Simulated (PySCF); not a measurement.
Estimate the missing entries of this data sheet.

Compound: C3H6O.
Bonds: O1–C2, C2–C3, C3–C4, C2–C4. Hydrogens: H5 on O1; H6 on C2; H7, H8 on C3; H9, H10 on C4.

Conformer (atom-mapped SMILES and torsion angles): `[OH:1][CH:2]1[CH2:3][CH2:4]1`: H–O1–C2–C3 -36°.

```json
{"property": "point group of the GFN2-xTB geometry", "level": "GFN2-xTB", "value": "?"}
{"property": "rotational constants A, B, C of the GFN2-xTB geometry", "level": "GFN2-xTB", "value": "?"}
{"property": "dipole moment", "level": "wB97X-D/def2-SVPD", "value": "?"}
{"property": "HOMO energy", "level": "wB97X-D/def2-SVPD", "value": "?"}
{"property": "LUMO energy", "level": "wB97X-D/def2-SVPD", "value": "?"}
{"property": "lowest singlet excitation", "level": "TDDFT wB97X-D/def2-SVPD", "value": "6.78 eV (183 nm, f = 0.012)"}
{"property": "strongest line among the 8 lowest singlet transitions", "level": "TDDFT wB97X-D/def2-SVPD", "value": "?"}
{"property": "lowest triplet excitation (Tamm–Dancoff)", "level": "TDA wB97X-D/def2-SVPD", "value": "6.60 eV"}
{"property": "static isotropic polarisability", "level": "wB97X-D/def2-SVPD", "value": "?"}
{"property": "electronic spatial extent ⟨r²⟩ about the centre of nuclear charge", "level": "wB97X-D/def2-SVPD", "value": "263 bohr²"}
```

Gas-phase values; electronic properties from PySCF, density fitting. Isolated species at its GFN2-xTB geometry (one conformer only).

What is the dipole moment?

1.67 D.

Give the rotational constants A, B, C of the GFN2-xTB geometry.

16.966, 6.792, 5.960 GHz.

The strongest line among the 8 lowest singlet transitions?

S6 at 8.86 eV (140 nm, f = 0.013).

The LUMO energy?

2.36 eV.

What is the static isotropic polarisability?

39.5 au.

What is the HOMO energy?

-9.07 eV.

The point group of the GFN2-xTB geometry?

Cs.

The rotational constants make it an asymmetric top with κ = (2B − A − C)/(A − C) = -0.85, nearer the prolate limit (−1). The principal polarisabilities are 37.2, 39.5 and 41.9 au; their mean is the isotropic value. The dipole equals about 5.6 × 10⁻³⁰ C·m (1 D = 3.33564 × 10⁻³⁰ C·m). The polarisability is 5.86 Å³ as a volume (1 au = 0.148185 Å³), or 1.24 au for each of the 32 electrons. The vertical singlet–triplet gap S1 − T1 is 0.18 eV (TDDFT singlet less Tamm–Dancoff triplet; S1: HOMO→LUMO, weight 0.88; T1: HOMO→LUMO, weight 0.84).
